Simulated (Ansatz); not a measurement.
PN, triplet: reading a ladder of total energies

Geometry: that of the PN, singlet, kept fixed. The singlet lies 4.1 eV lower here.

```xyz
2

N     0.0000    0.0000    0.0000
P     0.0000    0.0000    1.4794
```

Basis 6-31G; Ansatz 0.2.0. Only valence electrons are correlated (noble-gas cores frozen), which leaves 10 electrons in 16 orbitals. Prefix R: restricted or restricted open-shell reference.

Full CI is exact within this basis and frozen core; it isn't the basis-set limit.

The determinant fills πx and πy unequally, so it is a mixture of Σ and Δ, which weighs on every level built on one determinant.

Runs differ by some tens of microhartree through their thresholds and, for an open shell, their frozen cores, so steps under 0.03 kcal/mol mean nothing.

```
     level  total energy (hartree)
       RHF             -394.937068
      RMP2             -395.062431
     RCCSD             -395.084127
  RCCSD(T)             -395.092994
   RCCSDT*             -395.100423
RCCSDT(Q)*             -395.102469
  RCCSDTQ*             -395.101482
   full CI             -395.101557
```

Question: What is the correlation energy at full CI, and what share of it do RMP2 and RCCSD recover?

Answer: E(corr) = -395.101557 − (-394.937068) = -0.164489 hartree = -4.476 eV. RMP2: -0.125363 / -0.164489 = 76.21 %. RCCSD: -0.147059 / -0.164489 = 89.40 %.

Question: By how many kcal/mol does RCCSD(T) miss full CI (1 hartree = 627.509 kcal/mol), and which steps make up the rest?

Answer: -395.092994 − (-395.101557) = 0.008563 hartree = 5.37 kcal/mol. Steps: RCCSDT − RCCSD(T) = -4.66, RCCSDT(Q) − RCCSDT = -1.28, RCCSDTQ − RCCSDT(Q) = 0.62, full CI − RCCSDTQ = -0.05 kcal/mol. With more than one leading determinant such errors change with state and geometry, and needn't cancel in differences.

An asterisk marks runs whose energy the program itself flagged as in doubt.
